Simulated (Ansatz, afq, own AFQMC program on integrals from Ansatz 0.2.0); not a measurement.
## NH$_{3}$, singlet: AFQMC among the cluster methods

```tsv
atom	x (Å)	y (Å)	z (Å)
N	0.0339	0.0595	-0.0939
H	0.9721	0.0726	0.2865
H	-0.4491	0.8678	0.2783
H	-0.9936	-1.7678	0.7396
```

Basis 6-31G. Noble-gas cores (and the filled d shells of Ga–Kr and In–Xe) are frozen. AFQMC by an in-house program on the Cholesky factors that Ansatz 0.2.0 writes for its CCSD(T) run. ph-AFQMC/CISD is guided by a CISD state made of CCSD amplitudes; releasing the constraint for a short imaginary time cuts its bias at the price of noise, slowly where states lie close. Error bars are statistical, one sigma.

Determinant: RHF, the one that the program's search chose, which needn't be the lowest solution. The geometry is a point of a scan.

Full CI on the same integrals is exact in this basis and with this determinant's frozen core.

Cautions: restricted determinant unstable towards unrestricted (UHF 2.85 eV lower, ⟨S²⟩ 0.95); strong correlation (T1 0.041, weight of the determinant 0.73, largest double 0.53); the CCSD(T) amplitudes may be one of several solutions (largest double 0.53); the CCSDT(Q) amplitudes may be one of several solutions (largest double 0.56); the CCSDTQ amplitudes may be one of several solutions (largest double 0.57); the released energy hasn't reached full CI (19 meV above it at 2.40 1/Eh), so no released level is given (meV from the phaseless value at times in 1/Eh: -1 ± 6 at 0.24, 7 ± 5 at 0.51, 4 ± 7 at 0.99, -13 ± 7 at 1.62, -14 ± 5 at 2.40).

```
T1 diagnostic                               : 0.0410
weight of the determinant in the CISD state : 0.733
size of the correlated space                : 8 electrons in 14 orbitals
```

Reference: full CI, correlation energy -5.908 eV. The cautions show a poor starting determinant, so the rows tell how each method copes with it here, and full CI is the sure value.

```
        level  E − E(reference) (kJ/mol)  share of correlation (%)
           HF                      570.0                      0.00
          MP2                      143.6                     74.82
         CCSD                       22.9                     95.98
      CCSD(T)                       -3.2                    100.57
        CCSDT                        1.8                     99.69
     CCSDT(Q)                       -0.4                    100.08
       CCSDTQ                        0.2                     99.96
  ph-AFQMC/HF                 79.6 ± 4.3                     86.03
ph-AFQMC/CISD                  3.1 ± 0.7                     99.45
```

CCSDT and higher add their correlation energy to the determinant of the CCSD(T) run, since their own runs factorise the integrals more tightly (a shift of under 2 meV). A walk keeps the symmetry of its determinant, which the program's search chose and which needn't be the lowest solution, so a lower state of the same spin and another symmetry isn't excluded.
